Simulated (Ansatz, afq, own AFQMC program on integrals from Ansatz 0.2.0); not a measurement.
# BSiH₂, doublet in cc-pVDZ, levels against CCSDT(Q)

```yaml
atoms:
  - { symbol: Si, position_ang: [0.0000, 0.0000, 0.7589] }
  - { symbol: B, position_ang: [0.0000, 0.0000, -1.5631] }
  - { symbol: H, position_ang: [0.0000, -1.0258, -2.1909] }
  - { symbol: H, position_ang: [0.0000, 1.0258, -2.1909] }
```

Connectivity, by distances: Si–BH2.

Basis cc-pVDZ. Only valence electrons are correlated. Integrals, coupled cluster, full CI and functionals: Ansatz 0.2.0; the random walks run on the same integrals in our own AFQMC program. ph-AFQMC/CISD is guided by a CISD state made of CCSD amplitudes; releasing the constraint for a short imaginary time cuts its bias at the price of noise, slowly where states lie close. Free AFQMC starts from the CCSD state and is never constrained. Its projection time is finite, and what remains of the start isn't in its error. Error bars are statistical, one sigma.

Determinant: UHF, the one that the program's search chose, which needn't be the lowest solution. The geometry is a point of a scan.

No full CI on the walks' own integrals is used here; CCSDT(Q) serves as the reference and is uncertain by about the last step of the cluster series.

Cautions: an unrestricted solution with more broken spin lies lower (6 meV, ⟨S²⟩ 0.87).

The T1 diagnostic is 0.0270, the weight of the determinant in the CISD state is 0.867 and the ⟨S²⟩ of the determinant is 0.763. The size of the correlated space is 9 electrons in 36 orbitals.

Reference: CCSDT(Q), correlation energy -5.122 eV. The released energy is read at 2.40 1/Eh (meV from the phaseless value at times in 1/Eh: 3 ± 10 at 0.24, 1 ± 9 at 0.51, -2 ± 12 at 0.99, 5 ± 13 at 1.62, 11 ± 14 at 2.40).

| level | E − E(reference) (kJ/mol) | share of correlation (%) |
| --- | --- | --- |
| HF | 494.2 | 0.00 |
| MP2 | 123.4 | 75.03 |
| CCSD | 18.3 | 96.29 |
| CCSD(T) | 4.4 | 99.11 |
| CCSDT | 0.8 | 99.85 |
| ph-AFQMC/CISD | 0.2 ± 0.9 | 99.97 |
| released AFQMC | 1.2 ± 1.3 | 99.75 |
| free AFQMC | -3.2 ± 1.9 | 100.65 |

Free projections are given only where their last times agree within the noise and don't stop above the reference; a slow remainder of the start can still hide under it. A walk keeps the symmetry of its determinant, which the program's search chose and which needn't be the lowest solution, so a lower state of the same spin and another symmetry isn't excluded. Released energies are given only where the last usable release times agree within the noise; a slower fall can still hide under it.
